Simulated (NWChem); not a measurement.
## Polarisability of methanol (CH₄O)

```
C
H 1 1.1011
O 1 1.4071 2 107.60
H 3 0.9652 1 108.20 2 180.00
H 1 1.1092 2 107.33 3 -122.20
H 1 1.1092 2 107.33 5 -115.60
```
Charge 0, spin multiplicity 1.

All runs are NWChem calculations. All single points use one geometry, from B3LYP/def2-SVP, a minimum by its harmonic frequencies.

Basis set: 6-31G*. The field's frequency is 0.0773 Ha (589 nm). This basis has no diffuse functions, which lowers polarisabilities.

B3LYP has NWChem's definition, with VWN1-RPA local correlation. The Pople sets run with spherical d functions.

### Question
One of these methods gave an isotropic polarisability of 15.69 bohr³. Which?
(A) B3LYP
(B) PBE
(C) BHandHLYP
(D) HF

### Answer
C, BHandHLYP. The others give 16.03 (B3LYP), 15.49 (HF), 16.35 (PBE).
